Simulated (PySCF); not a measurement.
Isomers of C4H5N. Computed with PBE0-D3(BJ)/def2-SVP geometry optimisation, gas phase (PySCF 2.14.0). Energies are electronic, without zero-point or thermal terms, for one conformer each. No frequencies were run at this level. Point groups hold within 0.08 Å.

Question: Rank from lowest to highest electronic energy at this level (kJ/mol).
A. `[CH2:1]=[CH:2][C@H:3]1[CH:4]=[N:5]1` with C1–C2–C3–C4 154°
B. `[CH2:1]=[N:2][C:3]1=[CH:4][CH2:5]1` with C1–N2–C3–C4 78°
C. `c1c[nH]cc1`
D. `C#C/C=N/C`
E. `[H]/[N:5]=[CH:4]/[CH:3]=[C:2]=[CH2:1]` with C2–C3–C4–N5 180°
F. `N#C/C=C/C`
G. (Z)-2-butenenitrile (`C/C=C\C#N`)

Answer: C (0.0), G (92.6), F (95.0), E (216.0), A (268.8), D (270.9), B (318.6).

As drawn, the lowest has an aromatic ring and an N–H bond, which the highest lacks; the highest has a three-membered ring, a C=N bond and a C=C bond outside aromatic rings, which the lowest lacks. Neighbours under 10 kJ/mol apart (C/C=C\C#N and C/C=C/C#N; C=C[C@H]1C=N1 and C#C/C=N/C) can change places with a better method, another conformer or zero-point energy. C/C=C\C#N and C/C=C/C#N are stereoisomers, 2.4 kJ/mol apart in the conformers taken.

```csv
SMILES,E (Eh),E rel (kJ/mol),dipole (D),point group,"A, B, C (MHz)"
c1cc[nH]c1,-209.78239,0.0,2.05,C2v,"9191, 9022, 4553"
C/C=C\C#N,-209.74711,92.6,4.13,–,"12010, 3479, 2744"
C/C=C/C#N,-209.74622,95.0,4.63,Cs,"38313, 2292, 2192"
[H]/N=C/C=C=C,-209.70010,216.0,2.19,Cs,"36444, 2349, 2242"
C=C[C@H]1C=N1,-209.68000,268.8,2.06,C1,"21929, 3141, 3108"
C#C/C=N/C,-209.67920,270.9,1.39,Cs,"46430, 2365, 2282"
C=NC1=CC1,-209.66105,318.6,1.60,C1,"18402, 3496, 3195"
```
